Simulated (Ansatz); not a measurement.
Calculation: frozen-core CCSD(T)/cc-pVTZ // B3LYP-D3(BJ)/def2-TZVP (Ansatz, a program for electronic structure).

Ansatz 0.2 input:
```yaml
crystal:
  periodic: [false, false, false]
  atoms:
    - { symbol: Cl, position_ang: [-1.525124, -0.39696, -1.283529] }
    - { symbol: Si, position_ang: [0.000001, 0.0, -0.000002] }
    - { symbol: Cl, position_ang: [0.129304, -1.487337, 1.379176] }
    - { symbol: Cl, position_ang: [-0.348792, 1.767675, 0.94058] }
    - { symbol: Cl, position_ang: [1.74461, 0.116622, -1.036227] }
basis:
  gaussian: { orbitals: cc-pVTZ }
correlation:
  method: ccsd_t
```

Output:

```
Functional definition: HF
1024 factors; integrals over basis functions are off by at most 5.1e-4 eV
mean field evaluation 1: about -57882.8494 eV, gradient 2.4e1 eV
mean field evaluation 2: about -57883.3294 eV, gradient 2.6e1 eV
mean field evaluation 4: about -57885.1694 eV, gradient 2.1e0 eV
mean field evaluation 8: about -57885.2218 eV, gradient 7.8e-2 eV
mean field evaluation 16: about -57885.2218 eV, gradient 1.2e-6 eV
mean field -57885.22184364 eV, -2127.2426667413 hartree, gradient 1.2e-6 eV, S^2 0.000000; 0 other end points of the search recorded, 0 dependent functions left out
25 core orbitals not correlated
reference -57885.22184364 eV, -2127.2426667413 hartree; 16, 16 occupied and 129, 129 virtual orbitals, 1024 factors
second order -23.36754477 eV of doubles, -0.00000000 eV of singles
cycle   1  -24.38870607 eV  change    -1.0e0 eV  update   9.1e-2
cycle   2  -24.85317466 eV  change   -4.6e-1 eV  update   2.4e-2
cycle   3  -24.94180156 eV  change   -8.9e-2 eV  update   1.1e-2
cycle   4  -24.93267581 eV  change    9.1e-3 eV  update   2.3e-3
cycle   5  -24.93175340 eV  change    9.2e-4 eV  update   7.7e-4
cycle   6  -24.93152599 eV  change    2.3e-4 eV  update   2.0e-4
cycle   7  -24.93145656 eV  change    6.9e-5 eV  update   6.8e-5
cycle   8  -24.93148030 eV  change   -2.4e-5 eV  update   1.7e-5
perturbative correction -1.09470133 eV, -0.0402295320 hartree
Total energy: -57911.24802528 eV, -2128.1991112751 hartree
```

Cost: roughly 28 core-seconds.
